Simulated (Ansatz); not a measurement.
`CC(N)F`. Total charge 0; spin multiplicity 1.

Z-matrix (Å, degrees):
```
C
C 1 1.506
H 1 1.093 2 110.0
H 1 1.090 2 110.1 3 -119.9
H 1 1.090 2 110.3 3 119.5
N 2 1.409 1 112.2 3 57.8
F 2 1.415 1 107.3 3 -65.5
H 2 1.094 1 111.6 3 -179.6
H 6 1.011 2 112.2 1 -179.3
H 6 1.012 2 111.8 1 -56.1
```

(1) List the harmonic frequencies (cm⁻¹, unscaled) at PBE0-D4/def2-TZVP in Ansatz. (Estimate.)

(2) Is this a minimum?

(3) Give the ideal-gas thermochemistry at 298.15 K and 1 bar (rigid rotor, harmonic oscillator; point group C1, symmetry number 1).

Answers

(1) The calculation gave: 233, 353, 405, 441, 527, 795, 843, 942, 1014, 1087, 1208, 1291, 1359, 1395, 1455, 1479, 1483, 1667, 3062, 3077, 3142, 3161, 3545, 3635.

(2) Yes, all 24 modes are real.

(3) Zero-point energy 224.9 kJ/mol; H(298) − E = 240.0 kJ/mol; entropy 287.8 J/(mol·K), of which translation 160.5, rotation 101.4, vibration 25.9; G(298) − E = 154.2 kJ/mol.
